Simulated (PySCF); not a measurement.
Species: C3H4ClFS (charge +1 and doublet state).
Structure used (GFN2-xTB), in Å, numbered top down from 1:
```xyz
10
C3H4ClFS angstrom
C     -1.891    0.189   -0.188
S     -0.535   -0.923   -0.518
C      0.860    0.058   -0.134
Cl     0.705    1.666    0.414
C      2.101   -0.493   -0.286
F      2.235   -1.723   -0.700
H     -1.885    0.487    0.859
H     -1.810    1.074   -0.817
H     -2.810   -0.346   -0.416
H      3.040    0.015   -0.090
```

The hyperfine couplings belong to this conformer and change with its torsions.

Identity: `C[S+]/C(Cl)=C\F` [radical] (charge +1).

Level of theory: UKS B3LYP, pcH-1 on C Cl F H S, non-relativistic, mean-field spin-orbit, GIAO (PySCF). One conformer (not necessarily the lowest) at the GFN2-xTB geometry, without solvent, vibrations or thermal averaging. A GFN2-xTB geometry isn't a minimum of the functional, and hyperfine couplings can be far from their values at a DFT geometry, by a factor of two or more for some ions and for spin on atoms past the first row. The SCF solution wasn't tested for stability.

(1) Break the g tensor into its mass correction, gauge correction and orbital-Zeeman/spin–orbit terms.

(2) What are the electron Larmor frequencies g μB B/h along the three axes at 340 mT?

(3) Average each term over the three axes. Which is largest in size?

(4) In a frozen sample, at which fields do the three g values resonate at 9.5, 34, 94 and 263 GHz (hyperfine left aside), and which band first spreads them over more than twice a line width of 0.5 mT?

## Answers

(1) 
```tsv
Δg (ppt)	1	2	3
relativistic mass correction	-0.24	-0.24	-0.24
gauge correction	-0.01	0.05	0.05
orbital Zeeman/spin–orbit	-0.08	12.64	18.67
total	-0.33	12.45	18.48
```

So g = 2.00199, 2.01477, 2.02079 and g_iso = 2.01252; the tensor is rhombic: the two nearest values differ by 32 % of g3 − g1. Axes: g3 points within 12° of the C3–C5 bond.

(2) 9.5269, 9.5877, 9.6164 GHz for g1, g2 and g3, a range of 89.5 MHz.

(3) The orbital-Zeeman/spin–orbit term 10.41, the mass correction -0.24 and the gauge correction 0.03 ppt, for a total of 10.20 ppt. The orbital-Zeeman/spin–orbit term is the largest in size. The mass correction is the same along every axis, so the anisotropy comes from the other two: their spans along these axes are 0.06 (gauge) and 18.75 ppt (orbital Zeeman/spin–orbit).

(4) 
```
band    GHz  B(g3) mT  B(g2) mT  B(g1) mT  spread mT
   X    9.5    335.88    336.89    339.04       3.15
   Q   34.0   1202.11   1205.71   1213.40      11.29
   W   94.0   3323.49   3333.42   3354.71      31.22
   J  263.0   9298.70   9326.49   9386.04      87.34
```

The spread grows in proportion to the frequency. X band is the first where it exceeds 1.0 mT.

The largest Mulliken spin populations are on S2 (+0.48), C5 (+0.42) and F6 (+0.06).

The HOMO–LUMO gaps are 5.91 eV among the α and 3.20 eV among the β orbitals.
